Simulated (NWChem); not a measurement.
System: dimethyl sulfide (C₂H₆S); SMILES CSC

NWChem input:

```
start job
memory heap 200 mb stack 900 mb global 1100 mb
geometry units angstroms noautoz
  C     -1.379092     0.000000    -0.510968
  S      0.000000     0.000000     0.650724
  C      1.379092     0.000000    -0.510968
  H     -1.374213    -0.899006    -1.146955
  H     -2.302295     0.000000     0.085551
  H     -1.374213     0.899006    -1.146955
  H      1.374213    -0.899006    -1.146955
  H      2.302295     0.000000     0.085551
  H      1.374213     0.899006    -1.146955
end
basis spherical
  C library def2-svpd
  S library def2-svpd
  H library def2-svpd
end
dft
  xc bhlyp
  iterations 150
end
tddft
  nroots 8
  notriplet
end
task tddft energy
```

All runs use the structure optimised with PBE0/def2-SVP.

Vertical excitations in the gas phase.

Task: Predict the main results of this run. (BHandHLYP/def2-SVPD, full TDDFT.) Quantities: lowest excitation, singlet (eV); oscillator strength of that lowest state; lowest state with f > 0.02, singlet (eV); oscillator strength of that bright state; orbital gap (eV).

Result: 
```yaml
lowest excitation, singlet (eV): 5.62
oscillator_strength_of_that_lowest_state: 0.000
lowest state with f > 0.02, singlet (eV): 6.59
oscillator_strength_of_that_bright_state: 0.021
orbital gap (eV): 8.60
```
